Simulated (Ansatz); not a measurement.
C3H7NO can be A, `CO/C=C/N`, or B, `C/C=C(\N)O`.

Calculated with Ansatz (gas phase, PBE0-D4/def2-TZVP geometries, no zero-point term in ΔE). CCSD(T)/CBS adds triple-zeta CCSD(T) − MP2 to the extrapolated MP2 energy (def2 sets, frozen cores). Double bonds are as drawn, so ΔE can hold a change between cis and trans. DFT in def2-TZVPP. B3LYP here is the variant with VWN-RPA as its local correlation; programs differ in this. One conformer a species, not always the lowest.

Question: Which isomer does CCSD(T)/CBS put lower? Give the gap. (Best estimate.)

Answer: Ansatz gave: B, by 80.1 kJ/mol.

Question: Give E(B) − E(A) in kJ/mol with MP2/def2-TZVPP, HF/def2-TZVPP, B3LYP, r2SCAN-D4, ωB97M-V, PBE0-D4, CCSD(T)/def2-TZVPP. (An estimate is asked.)

Answer: Ansatz gave: MP2/def2-TZVPP -84.1, HF/def2-TZVPP -74.3, B3LYP -73.0, r2SCAN-D4 -79.7, ωB97M-V -80.1, PBE0-D4 -81.7, CCSD(T)/def2-TZVPP -78.5. None reverses the order clearly.

Largest T1 diagnostic: 0.012.

From PBE to PBE0 (25 % exact exchange), in def2-TZVPP and without D4, E(B) − E(A) moves by −4.3 kJ/mol. In def2-TZVPP, CCSD(T) changes the Hartree–Fock value by −4.2 kJ/mol (the triples alone add +0.3 kJ/mol) and MP2 by −9.9 kJ/mol.
